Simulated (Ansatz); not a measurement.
# CHF: one molecule under many settings

How do the results and run time of CHF respond when the settings are drawn wide?

Computed with Ansatz 0.2.0, Gaussian basis. Level: the settings change from run to run.

## (1) The geometry

An earlier PBE0-D4 in a triple-zeta def2 set relaxation fixed the geometry.

SMILES `[CH]F`, 3 atoms, charge 0, spin multiplicity 1.

Atoms are counted from 1 here; the program's logs count them from 0.

Bond lengths: C1–F2 1.301 Å, C1–H3 1.126 Å. Angles: F2–C1–H3 102.3°.

## (2) r2SCANh/cc-pVTZ

This run has atoms shaken by 0.15 Å, finite nuclei, a point charge of 1.00 e beside it.

File in.yaml:

```yaml
crystal:
  periodic: [false, false, false]
  atoms:
    - {symbol: C, position_ang: [-0.181387, -0.368079, -0.323061]}
    - {symbol: F, position_ang: [0.658586, -0.001231, 0.588889]}
    - {symbol: H, position_ang: [-0.889117, 0.492111, -0.535001]}
basis:
  gaussian: {orbitals: cc-pVTZ, nuclear_model: gaussian, point_charges: [{charge: 1.00, position_ang: [4.590, -0.646, 0.480]}]}
hamiltonian: {xc: {name: r2SCANh}}
```

Command:

```console
ansatz run in.yaml --threads 2 --pin off --events-out ev --progress --plain --max-ram 32768MiB --backend cpu
```

The program printed:

```text
Functional definition: r2SCANh
  name "r2SCANh"
  cite "Bursch, Neugebauer, Ehlert & Grimme, J. Chem. Phys. 156, 134105 (2022) doi:10.1063/5.0086040"
  cite "Furness, Kaplan, Ning, Perdew & Sun, J. Phys. Chem. Lett. 11, 8208 (2020) doi:10.1021/acs.jpclett.0c02405"
  cite "Furness, Kaplan, Ning, Perdew & Sun, J. Phys. Chem. Lett. 11, 9248 (2020) doi:10.1021/acs.jpclett.0c03077"
  parent r2scan
  parameter a = 0.1
  parameter k0 = 0.174
  parameter k1 = 0.065
  parameter a1 = 4.9479
  exchange = (1 - a)*r2scan_x(k0 = k0, k1 = k1, a1 = a1) + a*exact_x
  correlation = r2scan_c
370 factors; their error is unknown
mean field evaluation 1: about -3765.0016 eV, gradient 1.8e1 eV
mean field evaluation 2: about -3765.1864 eV, gradient 1.6e1 eV
mean field evaluation 4: about -3765.5448 eV, gradient 1.2e0 eV
mean field evaluation 8: about -3765.5346 eV, gradient 2.6e-1 eV
mean field evaluation 16: about -3765.5346 eV, gradient 1.1e-5 eV
mean field -3765.53462681 eV, -138.3808451644 hartree, gradient 1.1e-5 eV, S^2 0.000000; 0 other end points of the search recorded, 0 dependent functions left out
reference -3765.53463203 eV, -138.3808453560 hartree; 8, 8 occupied and 66, 66 virtual orbitals, 370 factors
Total energy: -3765.53463203 eV, -138.3808453560 hartree
```

Run time: 1.1 s. Hardware: 2 threads, shared host.

## (3) B2GP-PLYP/cc-pVDZ

This run has charge +1, multiplicity 2.

File in.yaml:

```yaml
crystal:
  periodic: [false, false, false]
  atoms:
    - {symbol: C, position_ang: [-0.130661, -0.477576, -0.119674]}
    - {symbol: F, position_ang: [0.887258, 0.053197, 0.491535]}
    - {symbol: H, position_ang: [-0.756587, 0.424379, -0.371861]}
basis:
  gaussian: {orbitals: cc-pVDZ}
total_charge: 1
magnetization: {spin_polarized: true, initial_magnetization: 1}
hamiltonian: {xc: {name: B2GP-PLYP}}
```

Same command.

The program printed, cut to the lines that bear on the results:

```text
Functional definition: B2GP-PLYP
  name "B2GP-PLYP"
  cite "Karton, Tarnopolsky, Lamère, Schatz & Martin, J. Phys. Chem. A 112, 12868 (2008) doi:10.1021/jp801805p"
  cite "Becke, Phys. Rev. A 38, 3098 (1988) doi:10.1103/PhysRevA.38.3098"
  cite "Lee, Yang & Parr, Phys. Rev. B 37, 785 (1988) doi:10.1103/PhysRevB.37.785"
[...]
306 factors; integrals over basis functions are off by at most 7.9e-4 eV
[...]
mean field -3748.89940314 eV, -137.7695119703 hartree, gradient 5.1e-6 eV, S^2 0.754949; 0 other end points of the search recorded, 0 dependent functions left out
2 core orbitals not correlated: weight in the atoms' cores, before any rotation towards them, 1.000 or more for the frozen orbitals, at most 0.000 for the correlated occupied ones
reference -3748.89945701 eV, -137.7695139497 hartree; 6, 5 occupied and 25, 26 virtual orbitals, 306 factors
second order -9.08861793 eV of doubles, -0.00000000 eV of singles
Total energy: -3752.17135946 eV, -137.8897541471 hartree
```

Wall time 0.76 s (2 threads, shared host).

⟨S²⟩ 0.755.

## (4) rPW86-PBE/x2c-TZVPPall

This run has atoms shaken by 0.03 Å, high accuracy.

File in.yaml:

```yaml
crystal:
  periodic: [false, false, false]
  atoms:
    - {symbol: C, position_ang: [-0.078460, -0.470332, -0.109088]}
    - {symbol: F, position_ang: [0.883518, 0.061636, 0.571683]}
    - {symbol: H, position_ang: [-0.758875, 0.417840, -0.337558]}
basis:
  gaussian: {orbitals: x2c-TZVPPall}
hamiltonian: {xc: {name: rPW86-PBE}}
accuracy: high
output: {forces: true}
```

Same command.

The program printed, cut to the lines that bear on the results:

```text
Functional definition: rPW86-PBE
  name "rPW86-PBE"
  cite "Murray, Lee & Langreth, J. Chem. Theory Comput. 5, 2754 (2009) doi:10.1021/ct900365q"
  cite "Perdew, Burke & Ernzerhof, Phys. Rev. Lett. 77, 3865 (1996) doi:10.1103/PhysRevLett.77.3865"
  parent pbe
[...]
1217 factors; integrals over basis functions are off by at most 3.4e-9 eV
[...]
mean field -3777.44175091 eV, -138.8184239040 hartree, gradient 1.3e-8 eV, S^2 0.000000; 0 other end points of the search recorded, 0 dependent functions left out
[...]
reference -3777.44175904 eV, -138.8184242027 hartree; 8, 8 occupied and 68, 68 virtual orbitals, 1217 factors
Total energy: -3777.44175904 eV, -138.8184242027 hartree
Relativity: scalar
Atom 0 at    -0.078460    -0.470332    -0.109088 Å, force    -1.136426    -0.519937    -0.782511 eV/Å
Atom 1 at     0.883518     0.061636     0.571683 Å, force     0.986663     0.615968     0.712319 eV/Å
Atom 2 at    -0.758875     0.417840    -0.337558 Å, force     0.149764    -0.096031     0.070192 eV/Å
Dipole moment:    -0.053077     0.298047     0.027959 e Å
```

Wall time 3.5 s (2 threads, shared host).

Largest force 1.474 eV/Å, dipole 1.46 D.

## (5) CAM-B3LYP/6-31G*

Set apart from the defaults: charge +1, multiplicity 2, atoms shaken by 0.03 Å, a grid of angular degree 47, finite nuclei, D3(BJ) dispersion.

File in.yaml:

```yaml
crystal:
  periodic: [false, false, false]
  atoms:
    - {symbol: C, position_ang: [-0.159858, -0.527627, -0.078033]}
    - {symbol: F, position_ang: [0.881416, -0.000025, 0.465759]}
    - {symbol: H, position_ang: [-0.760822, 0.425413, -0.377775]}
basis:
  gaussian: {orbitals: "6-31G*", final_grid: {core_spheres: 20, valence_spheres: 16, degree: 47}, nuclear_model: gaussian}
total_charge: 1
magnetization: {spin_polarized: true, initial_magnetization: 1}
hamiltonian: {xc: {name: CAM-B3LYP}, dispersion: d3bj}
```

The command is unchanged.

The program printed, cut to the lines that bear on the results:

```text
Functional definition: CAM-B3LYP
  name "CAM-B3LYP"
  cite "Yanai, Tew & Handy, Chem. Phys. Lett. 393, 51 (2004) doi:10.1016/j.cplett.2004.06.011"
  cite "Iikura, Tsuneda, Yanai & Hirao, J. Chem. Phys. 115, 3540 (2001) doi:10.1063/1.1383587"
  cite "Becke, Phys. Rev. A 38, 3098 (1988) doi:10.1103/PhysRevA.38.3098"
  cite "Lee, Yang & Parr, Phys. Rev. B 37, 785 (1988) doi:10.1103/PhysRevB.37.785"
  cite "Vosko, Wilk & Nusair, Can. J. Phys. 58, 1200 (1980) doi:10.1139/p80-159"
[...]
  # Exact exchange under (alpha + beta erf(omega r))/r, Becke's under what is left of 1/r.
[...]
301 factors; integrals over basis functions are off by at most 1.0e-3 eV
77 factors; integrals over basis functions are off by at most 1.8e-5 eV
[...]
mean field -3754.44462602 eV, -137.9732951522 hartree, gradient 5.4e-5 eV, S^2 0.753045; 0 other end points of the search recorded, 0 dependent functions left out
reference -3754.44467869 eV, -137.9732970880 hartree; 8, 7 occupied and 24, 25 virtual orbitals, 301 factors
Total energy: -3754.45496676 eV, -137.9736751676 hartree
```

Wall time 1 s (2 threads, shared host).

⟨S²⟩ 0.753.

## (6) wB97X-V/cc-pVTZ-DK

This run has charge +1, multiplicity 2, atoms shaken by 0.15 Å.

File in.yaml:

```yaml
crystal:
  periodic: [false, false, false]
  atoms:
    - {symbol: C, position_ang: [-0.075376, -0.609315, -0.161465]}
    - {symbol: F, position_ang: [1.116700, 0.046909, 0.273037]}
    - {symbol: H, position_ang: [-0.766118, 0.455687, -0.469189]}
basis:
  gaussian: {orbitals: cc-pVTZ-DK}
total_charge: 1
magnetization: {spin_polarized: true, initial_magnetization: 1}
hamiltonian: {xc: {name: wB97X-V}}
output: {forces: true}
```

Launched as before.

The program printed, cut to the lines that bear on the results:

```text
Functional definition: wB97X-V
  name "wB97X-V"
  cite "Mardirossian & Head-Gordon, Phys. Chem. Chem. Phys. 16, 9904 (2014) doi:10.1039/C3CP54374A"
  cite "Becke, J. Chem. Phys. 107, 8554 (1997) doi:10.1063/1.475007"
  cite "Vydrov & Van Voorhis, J. Chem. Phys. 133, 244103 (2010) doi:10.1063/1.3521275"
[...]
      + integral(e_c_pw_opposite_spin*poly(b97_u_opposite, cos0, cos1)) + vv10(b, c)
371 factors; their error is unknown
87 factors; integrals over basis functions are off by at most 2.3e-5 eV
[...]
mean field -3757.53897935 eV, -138.0870105399 hartree, gradient 7.3e-5 eV, S^2 0.755115; 0 other end points of the search recorded, 0 dependent functions left out
[...]
reference -3757.53897886 eV, -138.0870105216 hartree; 8, 7 occupied and 66, 67 virtual orbitals, 371 factors
Total energy: -3757.53897886 eV, -138.0870105216 hartree
Relativity: scalar
Atom 0 at    -0.075376    -0.609315    -0.161465 Å, force     5.362138     7.181116     1.790713 eV/Å
Atom 1 at     1.116700     0.046909     0.273037 Å, force    -5.981414    -4.368936    -2.138509 eV/Å
Atom 2 at    -0.766118     0.455687    -0.469189 Å, force     0.619276    -2.812180     0.347796 eV/Å
Dipole moment:    -0.726609    -0.042155    -0.278697 e Å
```

Run time: 3.1 s. Hardware: 2 threads, shared host.

Largest force 9.139 eV/Å, ⟨S²⟩ 0.755.

## (7) B3LYP5/def2-mTZVP

This run has the search for lower states set to light.

File in.yaml:

```yaml
crystal:
  periodic: [false, false, false]
  atoms:
    - {symbol: C, position_ang: [-0.130661, -0.477576, -0.119674]}
    - {symbol: F, position_ang: [0.887258, 0.053197, 0.491535]}
    - {symbol: H, position_ang: [-0.756587, 0.424379, -0.371861]}
basis:
  gaussian: {orbitals: def2-mTZVP}
hamiltonian: {xc: {name: B3LYP5}}
scf: {lower_state_search: light}
output: {forces: true}
```

Same command.

The program printed, cut to the lines that bear on the results:

```text
Functional definition: B3LYP5
  name "B3LYP5"
  cite "Stephens, Devlin, Chabalowski & Frisch, J. Phys. Chem. 98, 11623 (1994) doi:10.1021/j100096a001"
  cite "Becke, Phys. Rev. A 38, 3098 (1988) doi:10.1103/PhysRevA.38.3098"
  cite "Lee, Yang & Parr, Phys. Rev. B 37, 785 (1988) doi:10.1103/PhysRevB.37.785"
  cite "Vosko, Wilk & Nusair, Can. J. Phys. 58, 1200 (1980) doi:10.1139/p80-159"
[...]
358 factors; integrals over basis functions are off by at most 1.1e-3 eV
[...]
mean field -3766.12569906 eV, -138.4025666686 hartree, gradient 8.3e-6 eV, S^2 0.000000; 0 other end points of the search recorded, 0 dependent functions left out
[...]
reference -3766.12585794 eV, -138.4025725077 hartree; 8, 8 occupied and 33, 33 virtual orbitals, 358 factors
Total energy: -3766.12585794 eV, -138.4025725077 hartree
Atom 0 at    -0.130661    -0.477576    -0.119674 Å, force    -0.543514    -0.236227    -0.321604 eV/Å
Atom 1 at     0.887258     0.053197     0.491535 Å, force     0.520761     0.270578     0.312594 eV/Å
Atom 2 at    -0.756587     0.424379    -0.371861 Å, force     0.022753    -0.034351     0.009010 eV/Å
Dipole moment:    -0.078927     0.312379    -0.011803 e Å
```

Run time: 0.56 s. Hardware: 2 threads, shared host.

Largest force 0.674 eV/Å, dipole 1.55 D.

## (8) B3LYP5/def2-SVP

Set apart from the defaults: multiplicity 3, high accuracy.

Changes to in.yaml since step 7:

```diff
@@ -7,5 +7,6 @@
 basis:
-  gaussian: {orbitals: def2-mTZVP}
+  gaussian: {orbitals: def2-SVP}
+magnetization: {spin_polarized: true, initial_magnetization: 2}
 hamiltonian: {xc: {name: B3LYP5}}
-scf: {lower_state_search: light}
+accuracy: high
 output: {forces: true}
```

Launched as before.

The program printed, cut to the lines that bear on the results:

```text
Functional definition: B3LYP5
  name "B3LYP5"
  cite "Stephens, Devlin, Chabalowski & Frisch, J. Phys. Chem. 98, 11623 (1994) doi:10.1021/j100096a001"
  cite "Becke, Phys. Rev. A 38, 3098 (1988) doi:10.1103/PhysRevA.38.3098"
  cite "Lee, Yang & Parr, Phys. Rev. B 37, 785 (1988) doi:10.1103/PhysRevB.37.785"
  cite "Vosko, Wilk & Nusair, Can. J. Phys. 58, 1200 (1980) doi:10.1139/p80-159"
[...]
662 factors; integrals over basis functions are off by at most 3.3e-9 eV
[...]
mean field -3760.87080445 eV, -138.2094528536 hartree, gradient 3.6e-8 eV, S^2 2.003076; 0 other end points of the search recorded, 0 dependent functions left out
[...]
reference -3760.87082686 eV, -138.2094536772 hartree; 9, 7 occupied and 24, 26 virtual orbitals, 662 factors
Total energy: -3760.87082686 eV, -138.2094536772 hartree
Atom 0 at    -0.130661    -0.477576    -0.119674 Å, force    -0.670268     2.031871    -0.162742 eV/Å
Atom 1 at     0.887258     0.053197     0.491535 Å, force     1.532432    -0.751933     0.764018 eV/Å
Atom 2 at    -0.756587     0.424379    -0.371861 Å, force    -0.862164    -1.279939    -0.601276 eV/Å
Dipole moment:    -0.124191     0.098734    -0.058112 e Å
```

It took 1.5 s on 2 threads, shared host.

Largest force 2.146 eV/Å, dipole 0.81 D, ⟨S²⟩ 2.003.

## (9) LC-wPBE/def2-TZVP

This run has charge -1, multiplicity 2, restricted open-shell orbitals, high accuracy.

File in.yaml:

```yaml
crystal:
  periodic: [false, false, false]
  atoms:
    - {symbol: C, position_ang: [-0.130661, -0.477576, -0.119674]}
    - {symbol: F, position_ang: [0.887258, 0.053197, 0.491535]}
    - {symbol: H, position_ang: [-0.756587, 0.424379, -0.371861]}
basis:
  gaussian: {orbitals: def2-TZVP}
total_charge: -1
magnetization: {spin_polarized: false, initial_magnetization: 1}
hamiltonian: {xc: {name: LC-wPBE}}
accuracy: high
```

Same command.

The program printed, cut to the lines that bear on the results:

```text
Functional definition: LC-wPBE
  name "LC-wPBE"
  cite "Vydrov & Scuseria, J. Chem. Phys. 125, 234109 (2006) doi:10.1063/1.2409292"
  cite "Heyd & Scuseria, J. Chem. Phys. 120, 7274 (2004) doi:10.1063/1.1668634"
  cite "Ernzerhof & Perdew, J. Chem. Phys. 109, 3313 (1998) doi:10.1063/1.476928"
  cite "Perdew, Burke & Ernzerhof, Phys. Rev. Lett. 77, 3865 (1996) doi:10.1103/PhysRevLett.77.3865"
  parent pbe
[...]
1085 factors; integrals over basis functions are off by at most 3.7e-9 eV
253 factors; integrals over basis functions are off by at most 2.6e-9 eV
[...]
mean field -3765.64791603 eV, -138.3850084664 hartree, gradient 8.9e-8 eV, S^2 0.750000; 0 other end points of the search recorded, 0 dependent functions left out
reference -3765.64791603 eV, -138.3850084664 hartree; 9, 8 occupied and 59, 60 virtual orbitals, 1085 factors
Total energy: -3765.64791603 eV, -138.3850084664 hartree
```

Wall time 2.6 s (2 threads, shared host).

## (10) rPW86-PBE/def2-SVP

This run has coordinates scaled by 1.25, D3(BJ) with three-body dispersion, the search for lower states set to off.

File in.yaml:

```yaml
crystal:
  periodic: [false, false, false]
  atoms:
    - {symbol: C, position_ang: [-0.163327, -0.596970, -0.149593]}
    - {symbol: F, position_ang: [1.109072, 0.066496, 0.614419]}
    - {symbol: H, position_ang: [-0.945733, 0.530474, -0.464826]}
basis:
  gaussian: {orbitals: def2-SVP}
hamiltonian: {xc: {name: rPW86-PBE}, dispersion: d3bjatm}
scf: {lower_state_search: off}
```

The command is unchanged.

The program printed, cut to the lines that bear on the results:

```text
Functional definition: rPW86-PBE
  name "rPW86-PBE"
  cite "Murray, Lee & Langreth, J. Chem. Theory Comput. 5, 2754 (2009) doi:10.1021/ct900365q"
  cite "Perdew, Burke & Ernzerhof, Phys. Rev. Lett. 77, 3865 (1996) doi:10.1103/PhysRevLett.77.3865"
  parent pbe
[...]
364 factors; their error is unknown
[...]
mean field -3768.25064603 eV, -138.4806570295 hartree, gradient 2.3e-7 eV, S^2 0.000000; 0 other end points of the search recorded, 0 dependent functions left out
reference -3768.25069795 eV, -138.4806589375 hartree; 8, 8 occupied and 25, 25 virtual orbitals, 364 factors
Total energy: -3768.26864798 eV, -138.4813185889 hartree
Checks for a lower state left out: stability, starts, cluster_reference, orbital_swaps, neighbouring_geometries, increment
```

Wall time 0.56 s (2 threads, shared host).

## (11) All runs side by side

| level | charge | multiplicity | geometry | functions | energy (eV) | time |
| --- | --- | --- | --- | --- | --- | --- |
| r2SCANh/cc-pVTZ | 0 | 1 | shaken, point charge | 74 | -3765.535 | 1.1 s |
| B2GP-PLYP/cc-pVDZ | 1 | 2 | relaxed | 33 | -3752.171 | 0.76 s |
| rPW86-PBE/x2c-TZVPPall | 0 | 1 | shaken | 76 | -3777.442 | 3.5 s |
| CAM-B3LYP/6-31G* | 1 | 2 | shaken | 32 | -3754.455 | 1 s |
| wB97X-V/cc-pVTZ-DK | 1 | 2 | shaken | 74 | -3757.539 | 3.1 s |
| B3LYP5/def2-mTZVP | 0 | 1 | relaxed | 41 | -3766.126 | 0.56 s |
| B3LYP5/def2-SVP | 0 | 3 | relaxed | 33 | -3760.871 | 1.5 s |
| LC-wPBE/def2-TZVP | -1 | 2 | relaxed | 68 | -3765.648 | 2.6 s |
| rPW86-PBE/def2-SVP | 0 | 1 | scaled | 33 | -3768.269 | 0.56 s |

## (12) What came out

| quantity | value |
| --- | --- |
| runs | 9 |
| quickest | B3LYP5/def2-mTZVP, 0.56 s |
| slowest | rPW86-PBE/x2c-TZVPPall, 3.5 s |

The runs differ in state or geometry as well as level, so their energies can't be set against each other. Run time spans a factor of 6, from B3LYP5/def2-mTZVP to rPW86-PBE/x2c-TZVPPall. The jobs differ in tasks and options as well as level. At the PBE0-D4/def2-TZVP geometry and in the same state, runs without warnings or point charges leave forces up to 0.67 eV/Å (B3LYP5/def2-mTZVP), against 1.5 eV/Å where the atoms were moved.
